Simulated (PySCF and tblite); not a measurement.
C₃H₅NO, numbered as in [CH2:1]=[CH:2][C:3]([NH2:4])=[O:5].

Conformers came from 90 starts (ETKDG and KDG, MMFF94s, GFN2-xTB); geometries are PBE0-D3(BJ)/def2-SVP. Energies: CAM-B3LYP-D3(BJ)/def2-TZVP, with GFN2-xTB thermal terms (modes under about 100 cm⁻¹ blended into free rotors). Symmetry numbers and mirror images are counted. Conformers within 3 kcal/mol (GFN2-xTB free energy) were kept, 8 at most. GIAO shieldings: WP04/pcSseg-2. Shifts are against TMS (¹H), TMS (¹³C), NH3 (¹⁵N) at the same level; of two unlike H on one atom, a is the less shielded. Codes: tblite and PySCF.

Torsions listed: C1–C2–C3–O5, O5–C3–N4–H4. Of a mirror pair one member is shown.

```json
{"conformer": "1", "shape": "1°, -1°", "symmetry": "Cs", "E(GFN2) kcal/mol": "0.00", "E(DFT) kcal/mol": "0.00"}
{"conformer": "2", "shape": "152°, 165°", "symmetry": "C1 (pair)", "E(GFN2) kcal/mol": "1.04", "E(DFT) kcal/mol": "1.40"}
```

**Question.** How much do the weights at 298.15 K and the averaged shift of H1a depend on how the conformers are weighted?

**Answer.** 
```json
{"weighting": "DFT energy with thermal terms, symmetry and mirror images (full scheme)", "1 (%)": "86", "2 (%)": "14", "δ (ppm)": "6.58", "rms dipole (D)": "3.73"}
{"weighting": "DFT energy with symmetry and mirror images", "1 (%)": "84", "2 (%)": "16", "δ (ppm)": "6.56", "rms dipole (D)": "3.74"}
{"weighting": "bare DFT energy", "1 (%)": "91", "2 (%)": "9", "δ (ppm)": "6.65", "rms dipole (D)": "3.72"}
{"weighting": "GFN2-xTB energy with symmetry and mirror images", "1 (%)": "74", "2 (%)": "26", "δ (ppm)": "6.45", "rms dipole (D)": "3.77"}
{"weighting": "GFN2-xTB free energy", "1 (%)": "77", "2 (%)": "23", "δ (ppm)": "6.48", "rms dipole (D)": "3.76"}
{"weighting": "leading conformer alone", "1 (%)": "100", "2 (%)": "0", "δ (ppm)": "6.75", "rms dipole (D)": "3.69"}
{"weighting": "equal weights", "1 (%)": "50", "2 (%)": "50", "δ (ppm)": "6.17", "rms dipole (D)": "3.84"}
```

The largest departure from the full scheme, 0.41 ppm, comes with: equal weights.

Rotation about the C–N or B–N bond may be slow on the NMR time scale, and the averages treat it as fast.


¹⁵N shifts are against a computed isolated NH3 molecule, about 20 ppm from the liquid.